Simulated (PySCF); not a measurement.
**Rotational lines of SiO**

Lines J+1 ← J of the vibrational ground state, computed from RHF-CCSD(T) constants of SiO, ¹Σ⁺ (singlet), closed shell (basis Si def2-TZVPP, O def2-TZVPP; no relativity; PySCF 2.14; masses 27.9769 and 15.9949 u), in MHz:

```csv
J,ν (MHz)
2,128311.9
3,171079.3
4,213843.8
5,256604.9
6,299361.8
```

(1) Find B0 and the effective bond length r0; with αe = 0.00479 cm⁻¹, find Re.

Correlated steps freeze 6 core orbitals. Where the molecule has an RHF reference, its open-shell atoms are computed with UHF. The CCSD T1 diagnostic is raised, a sign that a single reference may not be enough here.

Answers

(1) ν = 2B0(J+1) − 4D(J+1)³ gives B0 = 0.71335 cm⁻¹. With the reduced mass μred = 10.177 u, r0 = √(16.8576/(μred·B0)) (u, cm⁻¹, Å) = 1.5239 Å. Be = B0 + αe/2 = 0.71575 cm⁻¹ gives Re = 1.521 Å.
